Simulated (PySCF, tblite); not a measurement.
# Complex of boron trifluoride and 3 × hydrogen fluoride

A gas-phase complex of boron trifluoride and 3 × hydrogen fluoride; neutral, singlet. The structure comes from a short search (6 tight-binding starts) and was relaxed by PBE0-D3(BJ)/def2-SVPD; another way of binding may lie lower. Frequencies by PBE0-D3(BJ)/def2-SVPD show no clear imaginary mode.

Parts: 1 = boron trifluoride (FB(F)F), atoms 1–4; 2 = hydrogen fluoride (F), atoms 5–6; 3 = hydrogen fluoride (F), atoms 7–8; 4 = hydrogen fluoride (F), atoms 9–10.

Coordinates in Å:
```
F1      0.513    0.577    1.045
B2     -0.728    0.212    0.767
F3     -0.919   -1.141    0.541
F4     -1.515    0.998    0.030
F5     -3.271   -1.969    0.343
H6     -2.346   -1.765    0.254
F7     -3.724   -0.454    2.210
H8     -3.706   -1.088    1.482
F9     -1.473    0.359    2.335
H10    -2.417    0.080    2.343
```

```json
{"contact": "H10···F7", "kind (by geometry)": "hydrogen bond", "distance (Å)": "1.418", "angle (°)": "172"}
{"contact": "H8···F5", "kind (by geometry)": "hydrogen bond", "distance (Å)": "1.504", "angle (°)": "164"}
{"contact": "H6···F3", "kind (by geometry)": "hydrogen bond", "distance (Å)": "1.584", "angle (°)": "161"}
```

Deforming the relaxed parts to their shape here costs 16.5 kcal/mol, which the interaction energies leave out.

Interaction energies are complex less parts, with the parts frozen as they stand in it; counterpoise-corrected, in kcal/mol (PySCF).

Problem. How strongly do the parts interact, level by level?

Solution. 
```json
{"level": "wB97M-D3(BJ)/def2-SVPD", "interaction": "-38.65", "superposition error removed": "-3.26"}
{"level": "PBE0-D3(BJ)/def2-SVPD", "interaction": "-41.64", "superposition error removed": "-3.64"}
```

Problem. What holds them together? Decompose the wB97M-D3(BJ)/def2-SVPD energy: frozen parts, their antisymmetrised product, then relaxation.

Solution. electrostatic -80.2, Pauli repulsion +116.2, orbital relaxation -74.5, dispersion correction -3.3 kcal/mol, which sum to the value before the counterpoise correction; the Pauli term holds the exchange-correlation of the frozen density too. Of the attraction, 51 % is electrostatic, 47 % is orbital relaxation, 2 % is dispersion correction.

Problem. Are the pair energies additive?

Solution. The pairs sum to -19.71 kcal/mol (1–2 -1.5, 1–3 -2.4, 1–4 -8.7, 2–3 -3.1, 2–4 -1.9, 3–4 -2.1); the rest of -18.94 is a many-body strengthening.

The parts were also relaxed and run alone, at the levels used for the complex: vibrations by PBE0-D3(BJ)/def2-SVPD; shieldings by PBE0/pcSseg-2; core levels by delta-SCF with SCAN, pcX-2 on the ionised atom and pcseg-1 elsewhere, spin-free X2C.

Problem. How do these values change when the complex forms?

Solution. 
```tsv
property	alone	in the complex	change
F9–H10 bond (Å)	0.920	0.985	+0.064
stretch carried by H10 (cm⁻¹, harmonic)	4151	2872	-1279
its infrared intensity (km/mol)	127	1481	
shielding of H10 (ppm)	29.19	18.01	-11.18
shielding of F7 (ppm)	410.9	367.1	-43.8
shielding of H8 (ppm)	29.19	20.26	-8.93
shielding of F5 (ppm)	410.9	375.1	-35.8
F5 1s core level (eV)	694.12	694.91	+0.80
F7 1s core level (eV)	694.12	694.98	+0.86
F9 1s core level (eV)	694.12	695.07	+0.96
```

Density functionals tend to overstate the lengthening and the red shift of so strongly bound an X–H bond.

Problem. What are the binding energy from relaxed parts (wB97M-D3(BJ)/def2-SVPD), and ΔH and ΔG of association at 298.15 K and 1 atm?

Solution. -22.14 kcal/mol, -16.14 with zero-point energy; ΔH -18.9 and ΔG +9.0 kcal/mol, from harmonic vibrations by PBE0-D3(BJ)/def2-SVPD with low modes damped.
